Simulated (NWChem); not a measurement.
**C2H3Cl (SMILES C=CCl): MP2/def2-SVPD**

Aim: the vertical singlet–triplet gap of C2H3Cl at MP2/def2-SVPD, from 2 runs. 

The calculation is run with NWChem 7.3.0.

3 further runs of the same task are left out: 3 set aside as unsound or not needed. Runs told in other sessions of the task aren't counted.

## (1) Starting point

C2H3Cl has 6 atoms, charge 0, and is taken as a singlet. As SMILES, `C=CCl`. Geometry: relaxed at PBE0-D4/def2-TZVP.

Bond lengths: C1–C2 1.320 Å, C2–Cl3 1.721 Å, C1–H4 1.083 Å, C1–H5 1.083 Å, C2–H6 1.083 Å. Angles: C1–C2–Cl3 123.5°, C1–C2–H6 123.6°, Cl3–C2–H6 112.9°, C2–C1–H4 122.1°, C2–C1–H5 119.4°, H4–C1–H5 118.4°.

## (2) Energy and forces at MP2/def2-SVPD

work.nw reads:

```
start work
memory stack 880 mb heap 220 mb global 1100 mb
geometry units angstrom noautosym nocenter noautoz
  C    -0.461860    0.202020   -0.539180
  C     0.378470   -0.011560    0.455830
  Cl    0.897380   -1.579540    0.939640
  H    -0.883050   -0.607730   -1.121290
  H    -0.744690    1.217510   -0.788270
  H     0.813760    0.779300    1.053260
end
basis spherical bse
  * library def2-SVPD
end
scf
  nopen 0
  rhf
  thresh 1e-08
  maxiter 80
end
mp2
  freeze core 7
  tight
end
task mp2 gradient
```

Command:

```bash
$ nwchem work.nw > work.out
```

What it wrote:

```text
[...]
  functions       =    91
[...]
  wavefunction    = RHF
[...]
         Total SCF energy =   -536.758406409367
      One-electron energy =   -915.626059272220
      Two-electron energy =    289.598789422878
 Nuclear repulsion energy =     89.268863439976
        Time for solution =      6.4s
[...]
          Total MP2 energy          -537.183822615467
[...]
                         mp2 ENERGY GRADIENTS
    atom               coordinates                        gradient
                 x          y          z           x          y          z
   1 C      -0.872789   0.381762  -1.018902    0.012587  -0.003939   0.014839
   2 C       0.715205  -0.021845   0.861394   -0.010502  -0.000322  -0.012709
   3 Cl      1.695802  -2.984898   1.775662   -0.003142   0.009785  -0.002904
   4 H      -1.668723  -1.148443  -2.118931    0.001750   0.003968   0.002473
   5 H      -1.407260   2.300760  -1.489614    0.001017  -0.004633   0.000805
   6 H       1.537783   1.472663   1.990373   -0.001709  -0.004859  -0.002504
[...]
```

Wall time 19 s (1 thread of Intel Xeon 6975P-C (Granite Rapids), shared host); peak memory 0.24 GiB.

## (3) The triplet: the energy at UMP2/def2-SVPD

c2h3cl.xyz reads:

```xyz
6
C2H3Cl mp2
C     -0.461860     0.202020    -0.539180
C      0.378470    -0.011560     0.455830
Cl     0.897380    -1.579540     0.939640
H     -0.883050    -0.607730    -1.121290
H     -0.744690     1.217510    -0.788270
H      0.813760     0.779300     1.053260
```

run.py reads:

```python
from ase.io import read
from ase.calculators.nwchem import NWChem

atoms = read('c2h3cl.xyz')

calc = NWChem(
    label='c2h3cl',
    theory='mp2',
    memory='2200 mb',
    basis='def2-SVPD',
    basispar='spherical bse',
    scf={'nopen': '2', 'uhf': None, 'thresh': '1e-08', 'maxiter': '80'},
    mp2={'freeze': 'core 7', 'tight': None},
    task='energy',
)
atoms.calc = calc

e = atoms.get_potential_energy()
print(f"E = {e:.6f} eV")
```

Command:

```bash
$ export ASE_NWCHEM_COMMAND="nwchem PREFIX.nwi > PREFIX.nwo"
$ python run.py
```

What it wrote:

```text
E = -14612.922122 eV
```

The calculator wrote c2h3cl.nwi:

```
title "c2h3cl"

permanent_dir c2h3cl

scratch_dir c2h3cl

start c2h3cl

geometry units angstrom nocenter noautosym noautoz
  C  -4.6185999999999999e-01 2.0202000000000001e-01 -5.3917999999999999e-01
  C  3.7846999999999997e-01 -1.1560000000000001e-02 4.5583000000000001e-01
  Cl 8.9737999999999996e-01 -1.5795399999999999e+00 9.3964000000000003e-01
  H  -8.8305000000000000e-01 -6.0772999999999999e-01 -1.1212899999999999e+00
  H  -7.4468999999999996e-01 1.2175100000000001e+00 -7.8827000000000003e-01
  H  8.1376000000000004e-01 7.7929999999999999e-01 1.0532600000000001e+00
end

memory 2200 mb

basis spherical bse noprint
   * library def2-SVPD
end

scf
  nopen 2
  uhf
  thresh 1e-08
  maxiter 80
end
mp2
  freeze core 7
  tight
end

task mp2 energy
```

c2h3cl.nwo:

```text
Northwest Computational Chemistry Package (NWChem) 7.3.0
             --------------------------------------------------------

           Job information
           ---------------

    nwchem branch   = 7.3.0
    use scalapack   = T
    input           = c2h3cl.nwi
    prefix          = c2h3cl.
    data base       = c2h3cl/c2h3cl.db
    status          = startup
    nproc           =        1

           Memory information
           ------------------

    heap     =     72089600 doubles =      550.0 Mbytes
    stack    =     72089597 doubles =      550.0 Mbytes
    global   =    144179200 doubles =     1100.0 Mbytes (distinct from heap & stack)
    total    =    288358397 doubles =     2200.0 Mbytes
    verify   = yes
    hardfail = no

           Directory information
           ---------------------

  0 permanent = c2h3cl
  0 scratch   = c2h3cl

                                NWChem Input Module
                                -------------------

                                      c2h3cl
                                      ------

 Scaling coordinates for geometry "geometry" by  1.889725989
 (inverse scale =  0.529177249)

                             Geometry "geometry" -> ""
                             -------------------------

 Output coordinates in angstroms (scale by  1.889725989 to convert to a.u.)

[... 18 lines left out ...]
            Nuclear Dipole moment (a.u.)
[... 81 lines left out ...]
 1-e energy   =    -913.769984
[... 7 lines left out ...]
         Quadratically convergent UHF
[... 15 lines left out ...]
       Final UHF  results
[... 3 lines left out ...]
      One electron energy =   -915.409607539125
[... 1 line left out ...]
 Nuclear repulsion energy =     89.268863439976
[... 39 lines left out ...]
          Final beta eigenvalues
[... 307 lines left out ...]
                     UHF Final Beta Molecular Orbital Analysis
[... 362 lines left out ...]
 Semi-direct pass number   1 of   1  for UHF alpha       at       13.7s
 Done moints_semi at       14.8s
 Done maket at       14.8s
 Done multipass loop at       14.8s

 GA uses MA = F    GA memory limited = T

 Available:
  local mem=  1.26D+08
 global mem=  1.44D+08
 local disk=  0.00D+00
   1 passes of   8:        3145728                      32397                   8624127.
   1 passes of   8: M    126153338           G      144162638           F     123007610.

 Semi-direct pass number   1 of   1  for UHF beta        at       14.9s
 Done moints_semi at       15.9s
 Done maket at       15.9s
 Done multipass loop at       15.9s

          -------------------------------------------
          SCF energy                -536.633826113611
          Correlation energy          -0.381161238420
          Singlet pairs                0.000000000000
          Triplet pairs                0.000000000000
          Total MP2 energy          -537.014987352031
          -------------------------------------------

          ---------------------------------------------------
                    Spin Component Scaled (SCS) MP2
          Same spin pairs                     -0.095937798799
          Same spin scaling factor             0.333333333333
          Opposite spin pairs                 -0.285223439621
          Opposite spin scaling fact.          1.200000000000
          SCS-MP2 correlation energy          -0.374247393812
          Total SCS-MP2 energy              -537.008073507423
          ---------------------------------------------------

 -----------------------
 Task  times  cpu:       15.9s     wall:       15.9s
 Total times  cpu:       15.9s     wall:       15.9s
```

Run time: 17 s. Hardware: 1 thread of Intel Xeon 6975P-C (Granite Rapids), shared host; peak memory 0.21 GiB.

## (4) Outcome

Level: MP2/def2-SVPD, 7 core orbitals frozen.

| quantity | value |
| --- | --- |
| singlet: total energy | -537.18382 Eh |
| singlet: dipole moment (of the density that the program reports) | 1.46 D |
| singlet: HOMO energy (Hartree–Fock orbitals) | -10.21 eV |
| singlet: LUMO energy (Hartree–Fock orbitals) | 2.83 eV |
| singlet: HOMO–LUMO gap (Hartree–Fock orbitals) | 13.04 eV |
| singlet: correlation energy (7 core orbitals frozen) | -425.4 mEh |
| singlet: largest force on an atom | 1.021 eV/Å |
| triplet: total energy | -537.01499 Eh |
| triplet: HOMO energy (Hartree–Fock orbitals) (highest over α and β) | -7.01 eV |
| triplet: LUMO energy (Hartree–Fock orbitals) (lowest over α and β) | 0.48 eV |
| triplet: correlation energy (7 core orbitals frozen) | -381.2 mEh |
| triplet: ⟨S²⟩ of the reference determinant | 2.025 |
| vertical energy of the triplet above the singlet | 4.594 eV |

At this shape the triplet lies 4.59 eV (106 kcal/mol) above the singlet. The largest force (singlet) is 1.02 eV/Å: the shape isn't a stationary point for this species at this level. Mulliken charges (singlet) run from -0.52 on Cl3 to +0.21 on C1; in a basis this large or diffuse they mean little.
